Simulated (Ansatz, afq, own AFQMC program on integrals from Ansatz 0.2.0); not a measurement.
## NaH2⁻, singlet in aug-cc-pVDZ, levels against full CI

```yaml
atoms:
  - { symbol: Na, position_ang: [0.0000, 0.0000, 0.1537] }
  - { symbol: H, position_ang: [0.0000, 0.0000, -2.3733] }
  - { symbol: H, position_ang: [0.0000, 0.0000, 2.2195] }
```

Basis aug-cc-pVDZ. Noble-gas cores (and the filled d shells of Ga–Kr and In–Xe) are frozen. Integrals, coupled cluster, full CI and functionals: Ansatz 0.2.0; the random walks run on the same integrals in our own AFQMC program. ph-AFQMC/CISD is guided by a CISD state made of CCSD amplitudes; releasing the constraint for a short imaginary time cuts its bias at the price of noise, slowly where states lie close. Free AFQMC starts from the CCSD state and is never constrained. Its projection time is finite, and what remains of the start isn't in its error. ± is one standard error of the sampling.

Determinant: RHF, the one that the program's search chose, which needn't be the lowest solution. The geometry is a point of a scan.

Full CI on the same integrals is exact in this basis and with this determinant's frozen core.

The T1 diagnostic is 0.0140 and the weight of the determinant in the CISD state is 0.927. The size of the correlated space is 4 electrons in 40 orbitals.

Reference: full CI, correlation energy -1.912 eV. The released energy is read at 2.40 1/Eh (meV from the phaseless value at times in 1/Eh: -0.9 ± 0.8 at 0.24, -0.6 ± 0.6 at 0.51, -0.6 ± 0.6 at 0.99, -1.8 ± 0.4 at 1.62, -2.2 ± 0.5 at 2.40).

```
         level  E − E(reference) (kJ/mol)  share of correlation (%)
            HF                      184.5                      0.00
           MP2                       54.0                     70.75
          CCSD                        0.8                     99.58
       CCSD(T)                        0.3                     99.84
         CCSDT                        0.0                     99.98
      CCSDT(Q)                        0.0                     99.99
   ph-AFQMC/HF                 -0.6 ± 1.5                    100.34
 ph-AFQMC/CISD                 0.3 ± 0.08                     99.85
released AFQMC                 0.1 ± 0.05                     99.96
    free AFQMC                 0.1 ± 0.02                     99.96
```

CCSDT and higher add their correlation energy to the determinant of the CCSD(T) run, since their own runs factorise the integrals more tightly (a shift of under 2 meV). Free projections are given only where their last times agree within the noise and don't stop above the reference; a slow remainder of the start can still hide under it. A walk keeps the symmetry of its determinant, which the program's search chose and which needn't be the lowest solution, so a lower state of the same spin and another symmetry isn't excluded. Released energies are given only where the last usable release times agree within the noise; a slower fall can still hide under it.
